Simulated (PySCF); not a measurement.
## Excitation energies in several basis sets

C5H2F (charge +1).
Bonds: C1–C2 (triple), C2–C3, C3–C4, C4–C5, C5–F6, C3–C5 (double). Hydrogens: H7 on C1; H8 on C4.

TDDFT with PBE0 (PySCF), vertical singlets, core orbitals frozen in the response, spherical d and f functions. Isolated species at its PBE0-D3(BJ)/def2-SVP geometry, gas phase.

Compare 6-31G*, def2-SVP, 6-31+G*, def2-SVPD, aug-cc-pVDZ, def2-TZVP and def2-TZVPD for this molecule.

| basis | functions | diffuse | S1 (eV) | S2 (eV) | S3 (eV) | S4 (eV) | S5 (eV) | LUMO (eV) | α (au) |
| --- | --- | --- | --- | --- | --- | --- | --- | --- | --- |
| 6-31G* | 88 | no | 3.87 | 5.31 | 6.09 | 6.70 | 6.91 | -8.04 | 43.6 |
| def2-SVP | 94 | no | 3.86 | 5.30 | 6.04 | 6.66 | 6.92 | -8.26 | 45.2 |
| 6-31+G* | 112 | yes | 3.87 | 5.28 | 6.02 | 6.63 | 6.86 | -8.18 | 47.4 |
| def2-SVPD | 139 | yes | 3.86 | 5.28 | 5.97 | 6.58 | 6.88 | -8.26 | 50.6 |
| aug-cc-pVDZ | 156 | yes | 3.88 | 5.28 | 5.99 | 6.59 | 6.85 | -8.19 | 51.2 |
| def2-TZVP | 198 | no | 3.87 | 5.27 | 6.02 | 6.62 | 6.84 | -8.18 | 49.4 |
| def2-TZVPD | 243 | yes | 3.87 | 5.26 | 6.00 | 6.59 | 6.83 | -8.19 | 51.4 |

States are compared by their number. Against the largest diffuse basis here (def2-TZVPD, itself not a converged limit), sets without diffuse functions differ by up to 0.01 eV in S1 and 0.08 eV in S5; the smaller diffuse sets differ by up to 0.01 and 0.05 eV. State by state, the largest deviation of a set without diffuse functions is S1 0.01, S2 0.05, S3 0.09, S4 0.11, S5 0.08 eV. The same number needn't mean the same state in each row. Against def2-TZVPD the polarisability deviates by -15% in 6-31G*, -12% in def2-SVP, -8% in 6-31+G*, -2% in def2-SVPD, 0% in aug-cc-pVDZ, -4% in def2-TZVP. A single + in a Pople set puts diffuse functions on heavy atoms only.
